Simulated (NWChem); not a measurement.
System: methylamine (CH₅N); SMILES CN

All runs: NWChem. The geometry was optimised at PBE0/def2-SVP. Level: PBE0/def2-SVP with SMD (1 M gas to 1 M solution), gas-phase geometry.

For solvent water:

| Item | Result |
|---|---|
| solvation free energy (kcal/mol) | -3.2 |
| dipole in solution (D) | 1.63 |

Q: Estimate the same quantities for solvent n-hexane.

A: 
| Quantity | Value |
|---|---|
| solvation free energy (kcal/mol) | -1.6 |
| dipole in solution (D) | 1.46 |
